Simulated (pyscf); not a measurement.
Hydrogen abstraction: HB=NH + H• -> [B=NH]• + H₂

Gas phase, doublet surface, charge 0. Bonds broken: B1–H3. Bonds formed: H3–H5. Optimised with ωB97X-D3(BJ)/def2-SVP in PySCF.

Transition state (Å):

```xyz
5

B      0.8188     0.0921    -1.1816
N      0.5873     1.3107    -1.2617
H      1.1276    -1.5320    -1.0982
H      0.4010     2.2913    -1.3258
H      1.2858    -2.3599    -1.0647
```

One imaginary mode, 577i cm⁻¹; descent along it reached the two sides named.

| bond | change | reactant side (Å) | saddle | product side |
|---|---|---|---|---|
| B1–H3 | breaks | 1.184 | 1.655 | 3.3 |
| H3–H5 | forms | 3.4 | 0.843 | 0.760 |

Electronic energies relative to the separated reactants (kJ/mol):

```
level                   barrier  reaction energy  reverse barrier
----------------------  -------  ---------------  ---------------
ωB97X-D3(BJ)/def2-TZVP     63.2            +47.7             15.5
PBE/def2-TZVP              43.8            +38.6              5.2
r²SCAN/def2-TZVP           36.2            +21.1             15.1
B3LYP-D3(BJ)/def2-TZVP     45.3            +33.2             12.1
PBE0-D3(BJ)/def2-TZVP      52.4            +40.5             11.9
M06-2X/def2-TZVP           54.3            +27.6             26.7
ωB97M-D3(BJ)/def2-TZVP     64.5            +46.5             17.9
HF/def2-TZVP               99.2            +36.8             62.4
```

With ωB97M-D3(BJ)/def2-TZVP energies and thermal terms (ideal gas, 1 atm, RRHO with modes under 100 cm⁻¹ raised to 100, one conformer, R ln 2 for chiral ones without a mode under 150 cm⁻¹), in kJ/mol:

```tsv
T (K)	ΔH‡	ΔG‡	ΔH	ΔG
298	61.2	83.6	+48.9	+43.8
600	59.8	106.7	+48.4	+38.7
900	58.7	130.5	+46.4	+34.2
1200	57.6	154.6	+43.7	+30.5
```

The same reactants have a lower exit, to [HB–NH₂]• (barrier +38.9 kJ/mol at ωB97M-D3(BJ)/def2-TZVP, against +64.5 kJ/mol here). One saddle was located; it need not be the lowest between these sides. The angle at the transferred H is 179°. The term symbol of open-shell B=NH was not checked; spin-orbit terms and orbital degeneracy are left out.
